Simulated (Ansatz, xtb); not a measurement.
## H4N2O: 3 structures ranked

3 gas-phase structures of H4N2O, found in a search over its isomers (lower ones may exist). Each was relaxed with GFN2-xTB:

A. `N[NH2+][O-]`, a singlet
B. `NNO`, a singlet
C. `[NH3+][N-]O`, a singlet

Task: Estimate their order in r2SCAN-D4/def2-SVP energy at these geometries, lowest first.

Result: Calculated order at r2SCAN-D4/def2-SVP: B (0.0), A (90.0), C (203.4) kJ/mol.

Energies above the lowest of each column, in kJ/mol; the last columns are at PBE0-D3(BJ)/def2-SVP geometries and were run for some of them only (a dash: not run or not comparable):

```csv
structure,GFN2-xTB,HF/STO-3G,r2SCAN-D4/def2-SVP,PBE0-D3(BJ)/def2-SVP,CCSD(T)/def2-TZVPP
B,0.0,0.0,0.0,0.0,0.0
A,127.2,297.7,90.0,91.1,90.6
C,218.2,275.1,203.4,–,–
```

Every level run on B puts it lowest or level with the lowest. Some further structures that were screened fall inside this span and aren't listed. Flexible structures stand in one conformer each, not always the lowest. Frequencies (PBE0-D3(BJ)/def2-SVP) were run for A, B alone.

Programs: Ansatz 0.2.0, xtb 6.7.1.
